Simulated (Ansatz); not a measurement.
# PH3S: how energies converge with the basis set

Aim: see how fast density functionals and correlated methods converge with the basis set for PH3S.

The runs use Ansatz 0.2.0, Gaussian basis; one geometry, several basis sets.

The runs, in order: PBE0-D4/def2-SVP; ωB97M-V/def2-SVP; PBE0-D4/def2-QZVPP; ωB97M-V/def2-QZVPP; CCSD(T)/cc-pV(D+d)Z; CCSD(T)/cc-pV(T+d)Z; CCSD(T)/cc-pV(Q+d)Z; the functionals' def2-TZVPP values are taken from earlier runs.

## Step 1: The relaxed structure

The geometry comes from an earlier relaxation with PBE0-D4 in a triple-zeta def2 set; it is a stationary point.

SMILES `PS`, 5 atoms, charge 0, spin multiplicity 1.

Atoms are counted from 1 here; the program's logs count them from 0.

Bond lengths: P1–S2 2.116 Å, P1–H3 1.419 Å, P1–H4 1.419 Å, S2–H5 1.342 Å. Angles: S2–P1–H3 97.5°, S2–P1–H4 97.4°, H3–P1–H4 93.0°, P1–S2–H5 94.4°.

## Step 2: PBE0-D4 in def2-SVP

in.yaml reads:

```yaml
crystal:
  periodic: [false, false, false]
  atoms:
    - {symbol: P, position_ang: [-0.460089, -0.498393, 0.425200]}
    - {symbol: S, position_ang: [0.785275, 0.959191, -0.470480]}
    - {symbol: H, position_ang: [0.282859, -1.642262, 0.032556]}
    - {symbol: H, position_ang: [-1.380931, -0.635996, -0.646038]}
    - {symbol: H, position_ang: [0.822785, 1.743860, 0.617263]}
basis:
  gaussian: {orbitals: def2-SVP}
hamiltonian: {xc: pbe0, dispersion: d4}
output: {orbitals: {seedname: orbitals}}
```

Launch:

```sh
ansatz run in.yaml --threads 2 --pin off --events-out ev --progress --plain --max-ram 4352MiB
```

Output:

```text
Functional definition: PBE0
  name "PBE0"
  cite "Adamo & Barone, J. Chem. Phys. 110, 6158 (1999) doi:10.1063/1.478522"
  cite "Perdew, Burke & Ernzerhof, Phys. Rev. Lett. 77, 3865 (1996) doi:10.1103/PhysRevLett.77.3865"
  parent pbe
  parameter a = 0.25
  parameter kappa = 0.804
  parameter beta = 0.06672455060314922
  exchange = (1 - a)*pbe_x(kappa = kappa, mu = beta*pi^2/3) + a*exact_x
  correlation = pbe_c(beta = beta)
478 factors; integrals over basis functions are off by at most 9.3e-4 eV
mean field evaluation 1: about -20159.0500 eV, gradient 7.9e0 eV
mean field evaluation 2: about -20159.1734 eV, gradient 5.3e0 eV
mean field evaluation 4: about -20159.2500 eV, gradient 2.9e-1 eV
mean field evaluation 8: about -20159.3091 eV, gradient 6.4e-3 eV
mean field -20159.30914145 eV, -740.8409464776 hartree, gradient 4.8e-5 eV, S^2 0.000000; 0 other end points of the search recorded, 0 dependent functions left out
reference -20159.30915879 eV, -740.8409471148 hartree; 17, 17 occupied and 34, 34 virtual orbitals, 478 factors
Total energy: -20159.37933349 eV, -740.8435259878 hartree
```

Wall time 0.55 s (2 threads of Arm Neoverse V1, shared host).

## Step 3: ωB97M-V in def2-SVP

Edit in.yaml of step 2 so:

```diff
@@ -10,3 +10,3 @@
   gaussian: {orbitals: def2-SVP}
-hamiltonian: {xc: pbe0, dispersion: d4}
+hamiltonian: {xc: {name: wB97M-V}}
 output: {orbitals: {seedname: orbitals}}
```

The command is unchanged.

Output, shortened:

```text
Functional definition: wB97M-V
  name "wB97M-V"
  cite "Mardirossian & Head-Gordon, J. Chem. Phys. 144, 214110 (2016) doi:10.1063/1.4952647"
  cite "Becke, J. Chem. Phys. 107, 8554 (1997) doi:10.1063/1.475007"
  cite "Vydrov & Van Voorhis, J. Chem. Phys. 133, 244103 (2010) doi:10.1063/1.3521275"
  # Of w^i u^j: cxij and so on, Table III.
[...]
  gx(w, u) = 1 - cx + cx01*u + cx10*w
  gss(w, u) = css00 + css04*u^4 + css10*w + css20*w^2 + css43*w^4*u^3
  gos(w, u) = cos00 + cos10*w + (cos20 + cos21*u)*w^2 + (cos60 + cos61*u)*w^6
[...]
      + integral(e_c_pw_mod_opposite_spin*gos(b97_w_opposite, b97_u_opposite)) + vv10(b, c)
478 factors; integrals over basis functions are off by at most 9.3e-4 eV
175 factors; integrals over basis functions are off by at most 1.1e-5 eV
[...]
mean field -20165.21630399 eV, -741.0580306970 hartree, gradient 5.0e-5 eV, S^2 0.000000; 0 other end points of the search recorded, 0 dependent functions left out
reference -20165.21633402 eV, -741.0580318006 hartree; 17, 17 occupied and 34, 34 virtual orbitals, 478 factors
Total energy: -20165.21633402 eV, -741.0580318006 hartree
```

Wall time 2.4 s (2 threads of Arm Neoverse V1, shared host).

## Step 4: PBE0-D4 in def2-QZVPP

Edit in.yaml of step 3 so:

```diff
@@ -9,4 +9,4 @@
 basis:
-  gaussian: {orbitals: def2-SVP}
-hamiltonian: {xc: {name: wB97M-V}}
+  gaussian: {orbitals: "def2-QZVPP.json"}
+hamiltonian: {xc: pbe0, dispersion: d4}
 output: {orbitals: {seedname: orbitals}}
```

The command is unchanged.

Output:

```text
Functional definition: PBE0
  name "PBE0"
  cite "Adamo & Barone, J. Chem. Phys. 110, 6158 (1999) doi:10.1063/1.478522"
  cite "Perdew, Burke & Ernzerhof, Phys. Rev. Lett. 77, 3865 (1996) doi:10.1103/PhysRevLett.77.3865"
  parent pbe
  parameter a = 0.25
  parameter kappa = 0.804
  parameter beta = 0.06672455060314922
  exchange = (1 - a)*pbe_x(kappa = kappa, mu = beta*pi^2/3) + a*exact_x
  correlation = pbe_c(beta = beta)
944 factors; their error is unknown
mean field evaluation 1: about -20166.6078 eV, gradient 1.3e1 eV
mean field evaluation 2: about -20166.8574 eV, gradient 1.0e1 eV
mean field evaluation 4: about -20167.0872 eV, gradient 5.4e-1 eV
mean field evaluation 8: about -20167.1159 eV, gradient 1.9e-1 eV
mean field -20167.11588362 eV, -741.1278389608 hartree, gradient 7.8e-5 eV, S^2 0.000000; 0 other end points of the search recorded, 0 dependent functions left out
reference -20167.11591124 eV, -741.1278399760 hartree; 17, 17 occupied and 213, 213 virtual orbitals, 944 factors
Total energy: -20167.18608595 eV, -741.1304188490 hartree
```

Wall time 2.7 s (2 threads of Arm Neoverse V1, shared host); peak memory 0.46 GiB.

## Step 5: ωB97M-V in def2-QZVPP

Edit in.yaml of step 4 so:

```diff
@@ -10,3 +10,3 @@
   gaussian: {orbitals: "def2-QZVPP.json"}
-hamiltonian: {xc: pbe0, dispersion: d4}
+hamiltonian: {xc: {name: wB97M-V}}
 output: {orbitals: {seedname: orbitals}}
```

The command is unchanged.

Output, shortened:

```text
Functional definition: wB97M-V
  name "wB97M-V"
  cite "Mardirossian & Head-Gordon, J. Chem. Phys. 144, 214110 (2016) doi:10.1063/1.4952647"
  cite "Becke, J. Chem. Phys. 107, 8554 (1997) doi:10.1063/1.475007"
  cite "Vydrov & Van Voorhis, J. Chem. Phys. 133, 244103 (2010) doi:10.1063/1.3521275"
  # Of w^i u^j: cxij and so on, Table III.
[...]
  gx(w, u) = 1 - cx + cx01*u + cx10*w
  gss(w, u) = css00 + css04*u^4 + css10*w + css20*w^2 + css43*w^4*u^3
  gos(w, u) = cos00 + cos10*w + (cos20 + cos21*u)*w^2 + (cos60 + cos61*u)*w^6
[...]
      + integral(e_c_pw_mod_opposite_spin*gos(b97_w_opposite, b97_u_opposite)) + vv10(b, c)
884 factors; their error is unknown
193 factors; integrals over basis functions are off by at most 2.4e-5 eV
[...]
mean field -20172.99245461 eV, -741.3437989616 hartree, gradient 2.7e-5 eV, S^2 0.000000; 0 other end points of the search recorded, 0 dependent functions left out
reference -20172.99249912 eV, -741.3438005972 hartree; 17, 17 occupied and 213, 213 virtual orbitals, 884 factors
Total energy: -20172.99249912 eV, -741.3438005972 hartree
```

It took 8 s on 2 threads of Arm Neoverse V1, shared host; peak memory 0.56 GiB.

## Step 6: Functionals by basis

The def2-TZVPP values come from earlier runs at the same geometry.

| functional | basis | functions | energy (eV) | from the largest (eV) | HOMO (eV) | LUMO (eV) |
| --- | --- | --- | --- | --- | --- | --- |
| PBE0-D4 | def2-SVP | 51 | -20159.3793 | 7.807 | -7.31 | 0.04 |
| PBE0-D4 | def2-TZVPP | 126 | -20166.5490 | 0.637 | -7.47 | -0.39 |
| PBE0-D4 | def2-QZVPP | 230 | -20167.1861 | 0.000 | -7.50 | -0.55 |
| ωB97M-V | def2-SVP | 51 | -20165.2163 | 7.776 | -9.47 | 2.21 |
| ωB97M-V | def2-TZVPP | 126 | -20172.3834 | 0.609 | -9.65 | 1.56 |
| ωB97M-V | def2-QZVPP | 230 | -20172.9925 | 0.000 | -9.70 | 1.21 |

## Step 7: CCSD(T) in cc-pV(D+d)Z

Edit in.yaml of step 5 so:

```diff
@@ -9,4 +9,3 @@
 basis:
-  gaussian: {orbitals: "def2-QZVPP.json"}
-hamiltonian: {xc: {name: wB97M-V}}
-output: {orbitals: {seedname: orbitals}}
+  gaussian: {orbitals: "cc-pV(D+d)Z.json"}
+correlation: {method: ccsd_t}
```

Launched as before.

Output, shortened:

```text
Functional definition: HF
  name "HF"
  cite "Fock, Z. Phys. 61, 126 (1930) doi:10.1007/BF01340294"
  parent pbe
[...]
588 factors; integrals over basis functions are off by at most 1.1e-3 eV
[...]
mean field -20137.18618799 eV, -740.0279429336 hartree, gradient 7.9e-6 eV, S^2 0.000000; 0 other end points of the search recorded, 0 dependent functions left out
10 core orbitals not correlated: weight in the atoms' cores, before any rotation towards them, 1.000 or more for the frozen orbitals, at most 0.000 for the correlated occupied ones
reference -20137.18618799 eV, -740.0279429336 hartree; 7, 7 occupied and 44, 44 virtual orbitals, 588 factors
second order -7.09675476 eV of doubles, -0.00000000 eV of singles
cycle   1  -7.88945011 eV  change   -7.9e-1 eV  update   6.9e-2
[...]
cycle   9  -8.20099857 eV  change    3.8e-6 eV  update   6.2e-6
perturbative correction -0.23486712 eV, -0.0086312074 hartree
Total energy: -20145.62205368 eV, -740.3379552796 hartree
```

It took 0.6 s on 2 threads of Arm Neoverse V1, shared host.

## Step 8: CCSD(T) in cc-pV(T+d)Z

Edit in.yaml of step 7 so:

```diff
@@ -9,3 +9,4 @@
 basis:
-  gaussian: {orbitals: "cc-pV(D+d)Z.json"}
+  gaussian: {orbitals: "cc-pV(T+d)Z.json"}
 correlation: {method: ccsd_t}
+output: {orbitals: {seedname: orbitals}}
```

Launched as before.

Output, shortened:

```text
Functional definition: HF
  name "HF"
  cite "Fock, Z. Phys. 61, 126 (1930) doi:10.1007/BF01340294"
  parent pbe
[...]
688 factors; integrals over basis functions are off by at most 8.6e-4 eV
[...]
mean field -20138.00908415 eV, -740.0581838095 hartree, gradient 4.0e-6 eV, S^2 0.000000; 0 other end points of the search recorded, 0 dependent functions left out
10 core orbitals not correlated: weight in the atoms' cores, before any rotation towards them, 1.000 or more for the frozen orbitals, at most 0.000 for the correlated occupied ones
reference -20138.00908415 eV, -740.0581838095 hartree; 7, 7 occupied and 103, 103 virtual orbitals, 688 factors
second order -9.18823888 eV of doubles, -0.00000000 eV of singles
cycle   1  -9.93799193 eV  change   -7.5e-1 eV  update   7.3e-2
[...]
cycle   9  -10.27780698 eV  change    5.8e-6 eV  update   9.1e-6
perturbative correction -0.44941175 eV, -0.0165155770 hartree
Total energy: -20148.73630287 eV, -740.4524018266 hartree
```

Wall time 3.7 s (2 threads of Arm Neoverse V1, shared host); peak memory 0.46 GiB.

## Step 9: CCSD(T) in cc-pV(Q+d)Z

Edit in.yaml of step 8 so:

```diff
@@ -9,4 +9,3 @@
 basis:
-  gaussian: {orbitals: "cc-pV(T+d)Z.json"}
+  gaussian: {orbitals: "cc-pV(Q+d)Z.json"}
 correlation: {method: ccsd_t}
-output: {orbitals: {seedname: orbitals}}
```

Same command.

Output, shortened:

```text
Functional definition: HF
  name "HF"
  cite "Fock, Z. Phys. 61, 126 (1930) doi:10.1007/BF01340294"
  parent pbe
[...]
1307 factors; integrals over basis functions are off by at most 7.1e-4 eV
[...]
mean field -20138.20532099 eV, -740.0653953807 hartree, gradient 1.9e-6 eV, S^2 0.000000; 0 other end points of the search recorded, 0 dependent functions left out
10 core orbitals not correlated: weight in the atoms' cores, before any rotation towards them, 1.000 or more for the frozen orbitals, at most 0.000 for the correlated occupied ones
reference -20138.20532099 eV, -740.0653953807 hartree; 7, 7 occupied and 201, 201 virtual orbitals, 1307 factors
second order -9.95068615 eV of doubles, -0.00000000 eV of singles
cycle   1  -10.58092363 eV  change   -6.3e-1 eV  update   7.3e-2
[...]
cycle   9  -10.92106501 eV  change    5.1e-7 eV  update   1.0e-5
perturbative correction -0.51896865 eV, -0.0190717460 hartree
Total energy: -20149.64535465 eV, -740.4858088631 hartree
```

It took 42 s on 2 threads of Arm Neoverse V1, shared host; peak memory 3 GiB.

Energy pieces by basis (eV):

| basis | HF | MP2 correlation | CCSD correlation | (T) | total |
| --- | --- | --- | --- | --- | --- |
| cc-pV(D+d)Z | -20137.1862 | -7.0968 | -8.2010 | -0.2349 | -20145.6221 |
| cc-pV(T+d)Z | -20138.0091 | -9.1882 | -10.2778 | -0.4494 | -20148.7363 |
| cc-pV(Q+d)Z | -20138.2053 | -9.9507 | -10.9211 | -0.5190 | -20149.6454 |

## Step 10: Extrapolating to the complete basis

This step is arithmetic on the last runs, with X = 3 and 4: exp(−5.46√X) for Hartree-Fock, X^−3.05 for correlation.

| level | energy at the limit (eV) |
| --- | --- |
| HF | -20138.2644 |
| MP2 | -20148.7579 |
| CCSD | -20149.6434 |
| CCSD(T) | -20150.2119 |

| basis | HF above its limit (eV) | share of the MP2 correlation limit (%) |
| --- | --- | --- |
| cc-pV(D+d)Z | 1.078 | 67.6 |
| cc-pV(T+d)Z | 0.255 | 87.6 |
| cc-pV(Q+d)Z | 0.059 | 94.8 |

## Step 11: Summary of results

```
                                                                 quantity          value
                                   MP2 correlation recovered, cc-pV(D+d)Z         67.6 %
                                   MP2 correlation recovered, cc-pV(T+d)Z         87.6 %
                                   MP2 correlation recovered, cc-pV(Q+d)Z         94.8 %
CCSD(T) limit from def2 sets (earlier runs) less the limit of this series       -104 meV
                          PBE0-D4: double and triple zeta above quadruple  7.81, 0.64 eV
                          ωB97M-V: double and triple zeta above quadruple  7.78, 0.61 eV
```

In words: PBE0-D4 gains 7.17 eV from double to triple zeta, then 0.64 eV more. In cc-pV(D+d)Z MP2 holds 68 % of its limit, in cc-pV(Q+d)Z 95 %, while Hartree-Fock is within 0.059 eV in the largest set. A limit from the def2 sets, made apart, differs by 104 meV, a least measure of the doubt on such a limit. These are total energies; as a rule much of such shifts cancels in differences, which this series doesn't test. The LUMO of ωB97M-V is positive and keeps falling with the basis (2.21 to 1.21 eV): an unbound level that the basis holds in place.

For PBE0-D4 the largest set took about 5 times as long as the smallest (2.7 s against 0.55 s).
